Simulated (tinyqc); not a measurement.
Inside a calculation (part 2 of 3). Method: UHF in the sto-6g basis, for NH3+, spin multiplicity 2. Computed by tinyqc, a small Python program that keeps every step (integrals from PySCF). Command: `OMP_NUM_THREADS=1 python tinyqc.py 21610 21611 out.jsonl` (the two numbers bound the seeds that draw the settings). One thread of a shared host (Intel(R) Xeon(R) Processor @ 2.60GHz), about 0.3 s of CPU time with the checks.

Geometry (angstrom):
```
atom        x        y       z
N      0.0000   0.0000  0.3730
H      1.1540   0.0000  0.0000
H     -0.5770   0.9990  0.0000
H     -0.5770  -0.9990  0.0000
```

## Iteration 1: building the Fock matrix

D(alpha) at the start:
```
          1N 1s    1N 2s   1N 2px   1N 2py   1N 2pz    2H 1s    3H 1s    4H 1s
1N 1s    1.0636  -0.2938   0.0000   0.0000   0.0158   0.0353   0.0353   0.0353
1N 2s   -0.2938   1.3487  -0.0001   0.0000  -0.0945  -0.1537  -0.1538  -0.1538
1N 2px   0.0000  -0.0001   1.1522   0.0000   0.0000  -0.1832   0.0917   0.0917
1N 2py   0.0000   0.0000   0.0000   1.1522   0.0000   0.0000  -0.1587   0.1587
1N 2pz   0.0158  -0.0945   0.0000   0.0000   1.0297   0.0563   0.0563   0.0563
2H 1s    0.0353  -0.1537  -0.1832   0.0000   0.0563   0.0487   0.0050   0.0050
3H 1s    0.0353  -0.1538   0.0917  -0.1587   0.0563   0.0050   0.0487   0.0050
4H 1s    0.0353  -0.1538   0.0917   0.1587   0.0563   0.0050   0.0050   0.0487
```

D(beta) at the start:
```
          1N 1s    1N 2s   1N 2px   1N 2py   1N 2pz    2H 1s    3H 1s    4H 1s
1N 1s    1.0601  -0.2780   0.0000   0.0000   0.0725   0.0360   0.0361   0.0361
1N 2s   -0.2780   1.2763  -0.0001   0.0000  -0.3542  -0.1572  -0.1573  -0.1573
1N 2px   0.0000  -0.0001   1.1522   0.0000   0.0001  -0.1832   0.0917   0.0917
1N 2py   0.0000   0.0000   0.0000   1.1522   0.0000   0.0000  -0.1587   0.1587
1N 2pz   0.0725  -0.3542   0.0001   0.0000   0.0983   0.0436   0.0437   0.0437
2H 1s    0.0360  -0.1572  -0.1832   0.0000   0.0436   0.0485   0.0048   0.0048
3H 1s    0.0361  -0.1573   0.0917  -0.1587   0.0437   0.0048   0.0485   0.0048
4H 1s    0.0361  -0.1573   0.0917   0.1587   0.0437   0.0048   0.0048   0.0485
```

core Hamiltonian H = T + V (hartree):
```
           1N 1s    1N 2s   1N 2px   1N 2py   1N 2pz    2H 1s    3H 1s    4H 1s
1N 1s   -25.7463  -5.6262   0.0000   0.0000   0.0108  -0.9383  -0.9390  -0.9390
1N 2s    -5.6262  -7.4917   0.0001   0.0000   0.1247  -2.3661  -2.3673  -2.3673
1N 2px    0.0000   0.0001  -6.2544   0.0000   0.0000  -1.8469   0.9241   0.9241
1N 2py    0.0000   0.0000   0.0000  -6.2544   0.0000   0.0000  -1.6000   1.6000
1N 2pz    0.0108   0.1247   0.0000   0.0000  -6.1603   0.6243   0.6248   0.6248
2H 1s    -0.9383  -2.3661  -1.8469   0.0000   0.6243  -4.0147  -0.6478  -0.6478
3H 1s    -0.9390  -2.3673   0.9241  -1.6000   0.6248  -0.6478  -4.0156  -0.6484
4H 1s    -0.9390  -2.3673   0.9241   1.6000   0.6248  -0.6478  -0.6484  -4.0156
```

nuclear repulsion = 9.959022 hartree

Given earlier and not repeated: Two-electron integrals (ij|kl) in chemists' order.

J_ij = sum D_kl (ij|kl) with D = D(alpha) + D(beta), K_ij = sum D_kl (ik|jl) for each spin; F = H + J - K(s); E = tr D H + tr D J / 2 - 0.5 sum_s tr D(s) K(s) + E_nn.

Coulomb J (hartree):
```
          1N 1s    1N 2s   1N 2px   1N 2py   1N 2pz    2H 1s    3H 1s    4H 1s
1N 1s   15.4589   2.7248   0.0000   0.0000  -0.0178   0.4638   0.4642   0.4642
1N 2s    2.7248   7.0159   0.0000   0.0000  -0.0770   2.1131   2.1142   2.1142
1N 2px   0.0000   0.0000   7.0394   0.0000   0.0000   1.7474  -0.8743  -0.8743
1N 2py   0.0000   0.0000   0.0000   7.0394   0.0000   0.0000   1.5137  -1.5137
1N 2pz  -0.0178  -0.0770   0.0000   0.0000   6.9690  -0.5775  -0.5779  -0.5779
2H 1s    0.4638   2.1131   1.7474   0.0000  -0.5775   3.7897   0.5574   0.5574
3H 1s    0.4642   2.1142  -0.8743   1.5137  -0.5779   0.5574   3.7905   0.5579
4H 1s    0.4642   2.1142  -0.8743  -1.5137  -0.5779   0.5574   0.5579   3.7905
```

exchange K(alpha) (hartree):
```
          1N 1s    1N 2s   1N 2px   1N 2py   1N 2pz    2H 1s    3H 1s    4H 1s
1N 1s    4.3097   0.6905   0.0000   0.0000  -0.0004   0.1265   0.1265   0.1265
1N 2s    0.6905   1.2393   0.0000   0.0000  -0.0001   0.3188   0.3190   0.3190
1N 2px   0.0000   0.0000   1.0303   0.0000   0.0000   0.1972  -0.0987  -0.0987
1N 2py   0.0000   0.0000   0.0000   1.0303   0.0000   0.0000   0.1708  -0.1708
1N 2pz  -0.0004  -0.0001   0.0000   0.0000   1.0339  -0.0633  -0.0633  -0.0633
2H 1s    0.1265   0.3188   0.1972   0.0000  -0.0633   0.1402   0.0690   0.0690
3H 1s    0.1265   0.3190  -0.0987   0.1708  -0.0633   0.0690   0.1404   0.0690
4H 1s    0.1265   0.3190  -0.0987  -0.1708  -0.0633   0.0690   0.0690   0.1404
```

exchange K(beta) (hartree):
```
          1N 1s    1N 2s   1N 2px   1N 2py   1N 2pz    2H 1s    3H 1s    4H 1s
1N 1s    4.2858   0.6584   0.0000   0.0000  -0.0102   0.1207   0.1208   0.1208
1N 2s    0.6584   1.0451   0.0000   0.0000  -0.2197   0.2849   0.2851   0.2851
1N 2px   0.0000   0.0000   0.9808   0.0000   0.0000   0.1897  -0.0949  -0.0949
1N 2py   0.0000   0.0000   0.0000   0.9808   0.0000   0.0000   0.1643  -0.1643
1N 2pz  -0.0102  -0.2197   0.0000   0.0000   0.3166  -0.0750  -0.0750  -0.0750
2H 1s    0.1207   0.2849   0.1897   0.0000  -0.0750   0.1299   0.0618   0.0618
3H 1s    0.1208   0.2851  -0.0949   0.1643  -0.0750   0.0618   0.1301   0.0618
4H 1s    0.1208   0.2851  -0.0949  -0.1643  -0.0750   0.0618   0.0618   0.1301
```

F(alpha) (hartree):
```
           1N 1s    1N 2s   1N 2px   1N 2py   1N 2pz    2H 1s    3H 1s    4H 1s
1N 1s   -14.5971  -3.5919   0.0000   0.0000  -0.0067  -0.6009  -0.6014  -0.6014
1N 2s    -3.5919  -1.7151   0.0001   0.0000   0.0478  -0.5718  -0.5721  -0.5721
1N 2px    0.0000   0.0001  -0.2452   0.0000   0.0000  -0.2967   0.1485   0.1485
1N 2py    0.0000   0.0000   0.0000  -0.2452   0.0000   0.0000  -0.2570   0.2570
1N 2pz   -0.0067   0.0478   0.0000   0.0000  -0.2252   0.1101   0.1102   0.1102
2H 1s    -0.6009  -0.5718  -0.2967   0.0000   0.1101  -0.3653  -0.1594  -0.1594
3H 1s    -0.6014  -0.5721   0.1485  -0.2570   0.1102  -0.1594  -0.3654  -0.1596
4H 1s    -0.6014  -0.5721   0.1485   0.2570   0.1102  -0.1594  -0.1596  -0.3654
```

F(beta) (hartree):
```
           1N 1s    1N 2s   1N 2px   1N 2py   1N 2pz    2H 1s    3H 1s    4H 1s
1N 1s   -14.5732  -3.5597   0.0000   0.0000   0.0031  -0.5952  -0.5956  -0.5956
1N 2s    -3.5597  -1.5208   0.0001   0.0000   0.2673  -0.5379  -0.5382  -0.5382
1N 2px    0.0000   0.0001  -0.1958   0.0000  -0.0001  -0.2892   0.1447   0.1447
1N 2py    0.0000   0.0000   0.0000  -0.1958   0.0000   0.0000  -0.2506   0.2506
1N 2pz    0.0031   0.2673  -0.0001   0.0000   0.4921   0.1218   0.1219   0.1219
2H 1s    -0.5952  -0.5379  -0.2892   0.0000   0.1218  -0.3550  -0.1522  -0.1522
3H 1s    -0.5956  -0.5382   0.1447  -0.2506   0.1219  -0.1522  -0.3551  -0.1524
4H 1s    -0.5956  -0.5382   0.1447   0.2506   0.1219  -0.1522  -0.1524  -0.3551
```

total energy of this density = -53.894864 hartree

## Iteration 1: diagonalisation and new density

X:
```
          1N 1s    1N 2s   1N 2px   1N 2py   1N 2pz    2H 1s    3H 1s    4H 1s
1N 1s    1.0228  -0.1381   0.0000   0.0000   0.0056   0.0176   0.0176   0.0176
1N 2s   -0.1381   1.2202  -0.0001   0.0000  -0.0578  -0.2209  -0.2211  -0.2211
1N 2px   0.0000  -0.0001   1.0888   0.0000   0.0000  -0.2200   0.1101   0.1101
1N 2py   0.0000   0.0000   0.0000   1.0888   0.0000   0.0000  -0.1906   0.1906
1N 2pz   0.0056  -0.0578   0.0000   0.0000   1.0167   0.0641   0.0642   0.0642
2H 1s    0.0176  -0.2209  -0.2200   0.0000   0.0641   1.1342  -0.0308  -0.0308
3H 1s    0.0176  -0.2211   0.1101  -0.1906   0.0642  -0.0308   1.1343  -0.0308
4H 1s    0.0176  -0.2211   0.1101   0.1906   0.0642  -0.0308  -0.0308   1.1343
```

Diagonalise F' = X^T F X, C = X C', fill 5 alpha and 4 beta electrons from the bottom; D(s) = C_occ C_occ^T. Each column has its largest component positive (the first on a tie).

F' = X^T F X (alpha) (hartree):
```
          1        2        3        4        5        6        7        8
1  -14.3446  -1.8686   0.0000   0.0000   0.0046  -0.0766  -0.0767  -0.0767
2   -1.8686  -0.9052   0.0000   0.0000  -0.0318  -0.2692  -0.2694  -0.2694
3    0.0000   0.0000  -0.0923   0.0000   0.0000  -0.2864   0.1433   0.1433
4    0.0000   0.0000   0.0000  -0.0923   0.0000   0.0000  -0.2481   0.2481
5    0.0046  -0.0318   0.0000   0.0000  -0.1962   0.0875   0.0876   0.0876
6   -0.0766  -0.2692  -0.2864   0.0000   0.0875  -0.1075  -0.0384  -0.0384
7   -0.0767  -0.2694   0.1433  -0.2481   0.0876  -0.0384  -0.1074  -0.0385
8   -0.0767  -0.2694   0.1433   0.2481   0.0876  -0.0384  -0.0385  -0.1074
```

orbital energies (alpha) (hartree): MO1 -14.6022, MO2 -0.9218, MO3 -0.4317, MO4 -0.4317, MO5 -0.2552, MO6 0.1488, MO7 0.2703, MO8 0.2704

coefficients C (alpha):
```
            MO1      MO2      MO3      MO4      MO5      MO6      MO7      MO8
1N 1s    0.9949  -0.2253  -0.0001   0.0000  -0.0724  -0.1423   0.0002   0.0000
1N 2s    0.0235   0.8452   0.0003   0.0000   0.3855   0.8913  -0.0013   0.0000
1N 2px   0.0000  -0.0001   0.5951   0.0000  -0.0001   0.0011   0.9507   0.0000
1N 2py   0.0000   0.0000   0.0000   0.5952   0.0000   0.0000   0.0000   0.9508
1N 2pz  -0.0009  -0.0641   0.0001   0.0000   0.8833  -0.5149   0.0007   0.0000
2H 1s   -0.0041   0.1320   0.5032   0.0000  -0.1858  -0.6214  -0.8358   0.0000
3H 1s   -0.0041   0.1322  -0.2516   0.4358  -0.1856  -0.6199   0.4192  -0.7247
4H 1s   -0.0041   0.1322  -0.2516  -0.4358  -0.1856  -0.6199   0.4192   0.7247
```

F' = X^T F X (beta) (hartree):
```
          1        2        3        4        5        6        7        8
1  -14.3251  -1.8605   0.0000   0.0000  -0.0113  -0.0774  -0.0775  -0.0775
2   -1.8605  -0.7042   0.0000   0.0000   0.1845  -0.2613  -0.2615  -0.2615
3    0.0000   0.0000  -0.0389   0.0000   0.0000  -0.2890   0.1446   0.1446
4    0.0000   0.0000   0.0000  -0.0388   0.0000   0.0000  -0.2504   0.2504
5   -0.0113   0.1845   0.0000   0.0000   0.5244   0.0979   0.0980   0.0980
6   -0.0774  -0.2613  -0.2890   0.0000   0.0979  -0.1050  -0.0379  -0.0379
7   -0.0775  -0.2615   0.1446  -0.2504   0.0980  -0.0379  -0.1049  -0.0379
8   -0.0775  -0.2615   0.1446   0.2504   0.0980  -0.0379  -0.0379  -0.1049
```

orbital energies (beta) (hartree): MO1 -14.5772, MO2 -0.8151, MO3 -0.4073, MO4 -0.4072, MO5 0.1344, MO6 0.3013, MO7 0.3015, MO8 0.5724

coefficients C (beta):
```
            MO1      MO2      MO3      MO4      MO5      MO6      MO7      MO8
1N 1s    0.9955  -0.2074   0.0000   0.0000  -0.1777   0.0002   0.0000  -0.0207
1N 2s    0.0207   0.7581   0.0002   0.0000   1.0404  -0.0011   0.0000   0.0170
1N 2px   0.0000  -0.0001   0.5601   0.0000   0.0008   0.9718   0.0000   0.0002
1N 2py   0.0000   0.0000   0.0000   0.5601   0.0000   0.0000   0.9718   0.0000
1N 2pz  -0.0017  -0.1668   0.0000   0.0000  -0.0608  -0.0001   0.0000   1.0089
2H 1s   -0.0037   0.1746   0.5334   0.0000  -0.6232  -0.8172   0.0000   0.1369
3H 1s   -0.0037   0.1748  -0.2666   0.4619  -0.6222   0.4095  -0.7083   0.1371
4H 1s   -0.0037   0.1748  -0.2666  -0.4619  -0.6222   0.4095   0.7083   0.1371
```

D(alpha) after iteration 1:
```
          1N 1s    1N 2s   1N 2px   1N 2py   1N 2pz    2H 1s    3H 1s    4H 1s
1N 1s    1.0458  -0.1950   0.0000   0.0000  -0.0505  -0.0204  -0.0204  -0.0204
1N 2s   -0.1950   0.8635   0.0000   0.0000   0.2863   0.0400   0.0400   0.0400
1N 2px   0.0000   0.0000   0.3542   0.0000   0.0000   0.2995  -0.1497  -0.1497
1N 2py   0.0000   0.0000   0.0000   0.3542   0.0000   0.0000   0.2594  -0.2594
1N 2pz  -0.0505   0.2863   0.0000   0.0000   0.7843  -0.1725  -0.1725  -0.1725
2H 1s   -0.0204   0.0400   0.2995   0.0000  -0.1725   0.3052  -0.0746  -0.0746
3H 1s   -0.0204   0.0400  -0.1497   0.2594  -0.1725  -0.0746   0.3051  -0.0747
4H 1s   -0.0204   0.0400  -0.1497  -0.2594  -0.1725  -0.0746  -0.0747   0.3051
```

D(beta) after iteration 1:
```
          1N 1s    1N 2s   1N 2px   1N 2py   1N 2pz    2H 1s    3H 1s    4H 1s
1N 1s    1.0341  -0.1366   0.0000   0.0000   0.0329  -0.0400  -0.0399  -0.0399
1N 2s   -0.1366   0.5752   0.0000   0.0000  -0.1265   0.1324   0.1324   0.1324
1N 2px   0.0000   0.0000   0.3137   0.0000   0.0000   0.2987  -0.1493  -0.1493
1N 2py   0.0000   0.0000   0.0000   0.3137   0.0000   0.0000   0.2587  -0.2587
1N 2pz   0.0329  -0.1265   0.0000   0.0000   0.0278  -0.0291  -0.0291  -0.0291
2H 1s   -0.0400   0.1324   0.2987   0.0000  -0.0291   0.3150  -0.1117  -0.1117
3H 1s   -0.0399   0.1324  -0.1493   0.2587  -0.0291  -0.1117   0.3150  -0.1117
4H 1s   -0.0399   0.1324  -0.1493  -0.2587  -0.0291  -0.1117  -0.1117   0.3150
```

Within a degenerate level the vectors are fixed only up to a rotation; this is one choice.

## Iteration 2: building the Fock matrix

As before.

Coulomb J (hartree):
```
          1N 1s    1N 2s   1N 2px   1N 2py   1N 2pz    2H 1s    3H 1s    4H 1s
1N 1s   13.5545   2.3257   0.0000   0.0000  -0.0090   0.3975   0.3978   0.3978
1N 2s    2.3257   6.0774  -0.0001   0.0000  -0.1026   1.9204   1.9214   1.9214
1N 2px   0.0000  -0.0001   6.0995   0.0000   0.0000   1.6329  -0.8170  -0.8170
1N 2py   0.0000   0.0000   0.0000   6.0995   0.0000   0.0000   1.4146  -1.4146
1N 2pz  -0.0090  -0.1026   0.0000   0.0000   6.0331  -0.5512  -0.5515  -0.5515
2H 1s    0.3975   1.9204   1.6329   0.0000  -0.5512   3.8301   0.5233   0.5233
3H 1s    0.3978   1.9214  -0.8170   1.4146  -0.5515   0.5233   3.8308   0.5238
4H 1s    0.3978   1.9214  -0.8170  -1.4146  -0.5515   0.5233   0.5238   3.8308
```

exchange K(alpha) (hartree):
```
          1N 1s   1N 2s   1N 2px   1N 2py   1N 2pz    2H 1s    3H 1s    4H 1s
1N 1s    4.2502  0.6431   0.0000   0.0000  -0.0009   0.1173   0.1174   0.1174
1N 2s    0.6431  1.0523   0.0000   0.0000   0.0646   0.3914   0.3916   0.3916
1N 2px   0.0000  0.0000   0.7184   0.0000   0.0000   0.3463  -0.1732  -0.1732
1N 2py   0.0000  0.0000   0.0000   0.7184   0.0000   0.0000   0.3000  -0.3000
1N 2pz  -0.0009  0.0646   0.0000   0.0000   0.8747  -0.1261  -0.1261  -0.1261
2H 1s    0.1173  0.3914   0.3463   0.0000  -0.1261   0.5376   0.0915   0.0915
3H 1s    0.1174  0.3916  -0.1732   0.3000  -0.1261   0.0915   0.5377   0.0916
4H 1s    0.1174  0.3916  -0.1732  -0.3000  -0.1261   0.0915   0.0916   0.5377
```

exchange K(beta) (hartree):
```
          1N 1s    1N 2s   1N 2px   1N 2py   1N 2pz    2H 1s    3H 1s    4H 1s
1N 1s    4.2177   0.6159   0.0000   0.0000  -0.0026   0.1115   0.1116   0.1116
1N 2s    0.6159   0.8331   0.0000   0.0000  -0.1767   0.3683   0.3685   0.3685
1N 2px   0.0000   0.0000   0.6377   0.0000   0.0000   0.3393  -0.1697  -0.1697
1N 2py   0.0000   0.0000   0.0000   0.6377   0.0000   0.0000   0.2939  -0.2939
1N 2pz  -0.0026  -0.1767   0.0000   0.0000   0.2166  -0.1028  -0.1028  -0.1028
2H 1s    0.1115   0.3683   0.3393   0.0000  -0.1028   0.5355   0.0811   0.0811
3H 1s    0.1116   0.3685  -0.1697   0.2939  -0.1028   0.0811   0.5356   0.0812
4H 1s    0.1116   0.3685  -0.1697  -0.2939  -0.1028   0.0811   0.0812   0.5356
```

F(alpha) (hartree):
```
           1N 1s    1N 2s   1N 2px   1N 2py   1N 2pz    2H 1s    3H 1s    4H 1s
1N 1s   -16.4420  -3.9436   0.0000   0.0000   0.0027  -0.6581  -0.6586  -0.6586
1N 2s    -3.9436  -2.4666   0.0001   0.0000  -0.0425  -0.8371  -0.8375  -0.8375
1N 2px    0.0000   0.0001  -0.8732   0.0000   0.0000  -0.5604   0.2803   0.2803
1N 2py    0.0000   0.0000   0.0000  -0.8733   0.0000   0.0000  -0.4854   0.4854
1N 2pz    0.0027  -0.0425   0.0000   0.0000  -1.0019   0.1992   0.1993   0.1993
2H 1s    -0.6581  -0.8371  -0.5604   0.0000   0.1992  -0.7222  -0.2161  -0.2161
3H 1s    -0.6586  -0.8375   0.2803  -0.4854   0.1993  -0.2161  -0.7225  -0.2163
4H 1s    -0.6586  -0.8375   0.2803   0.4854   0.1993  -0.2161  -0.2163  -0.7225
```

F(beta) (hartree):
```
           1N 1s    1N 2s   1N 2px   1N 2py   1N 2pz    2H 1s    3H 1s    4H 1s
1N 1s   -16.4095  -3.9163   0.0000   0.0000   0.0044  -0.6523  -0.6528  -0.6528
1N 2s    -3.9163  -2.2474   0.0001   0.0000   0.1988  -0.8140  -0.8144  -0.8144
1N 2px    0.0000   0.0001  -0.7925   0.0000  -0.0001  -0.5533   0.2768   0.2768
1N 2py    0.0000   0.0000   0.0000  -0.7926   0.0000   0.0000  -0.4793   0.4793
1N 2pz    0.0044   0.1988  -0.0001   0.0000  -0.3438   0.1759   0.1760   0.1760
2H 1s    -0.6523  -0.8140  -0.5533   0.0000   0.1759  -0.7201  -0.2056  -0.2056
3H 1s    -0.6528  -0.8144   0.2768  -0.4793   0.1760  -0.2056  -0.7204  -0.2058
4H 1s    -0.6528  -0.8144   0.2768   0.4793   0.1760  -0.2056  -0.2058  -0.7204
```

total energy of this density = -55.578495 hartree
